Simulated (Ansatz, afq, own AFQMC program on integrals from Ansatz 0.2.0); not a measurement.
# Where AFQMC and coupled cluster stand for AlBH, quartet

```yaml
atoms:
  - { symbol: B, position_ang: [0.0000, 0.0000, 1.8133] }
  - { symbol: Al, position_ang: [0.0000, 0.0000, -4.8117] }
  - { symbol: H, position_ang: [0.0000, 0.0000, 2.9984] }
```

Connectivity, by distances: BH ··· Al.

Basis 6-31G. Noble-gas cores (and the filled d shells of Ga–Kr and In–Xe) are frozen. AFQMC by an in-house program on the Cholesky factors that Ansatz 0.2.0 writes for its CCSD(T) run. The CISD trial takes its coefficients from CCSD amplitudes. Released means that phaseless walkers are propagated on without the constraint, phases kept. ± is one standard error of the sampling.

Determinant: UHF, the one that the program's search chose, which needn't be the lowest solution. The geometry is a point of a scan.

Full CI on the same integrals is exact in this basis and with this determinant's frozen core.

Cautions: lower spins were not checked.

The T1 diagnostic is 0.0099 and the weight of the determinant in the CISD state is 0.928. The ⟨S²⟩ of the determinant is 3.751 and the size of the correlated space is 7 electrons in 18 orbitals.

Reference: full CI, correlation energy -1.699 eV. The released energy is read at 1.62 1/Eh, later times being too noisy (meV from the phaseless value at times in 1/Eh: -0.8 ± 0.7 at 0.24, -1.7 ± 0.6 at 0.51, -0.7 ± 1.5 at 0.99, -3.2 ± 0.4 at 1.62, 2 ± 6 at 2.40).

```
         level  E − E(reference) (kJ/mol)  share of correlation (%)
            HF                      163.9                      0.00
           MP2                       61.2                     62.64
          CCSD                        1.8                     98.92
       CCSD(T)                        0.7                     99.60
         CCSDT                        0.1                     99.96
      CCSDT(Q)                        0.0                     99.97
        CCSDTQ                        0.0                     99.99
   ph-AFQMC/HF                  7.1 ± 1.4                     95.65
 ph-AFQMC/CISD                 0.5 ± 0.07                     99.72
released AFQMC                 0.2 ± 0.04                     99.91
```

CCSDT and higher add their correlation energy to the determinant of the CCSD(T) run, since their own runs factorise the integrals more tightly (a shift of under 2 meV). A walk keeps the symmetry of its determinant, which the program's search chose and which needn't be the lowest solution, so a lower state of the same spin and another symmetry isn't excluded. Released energies are given only where the last usable release times agree within the noise; a slower fall can still hide under it.
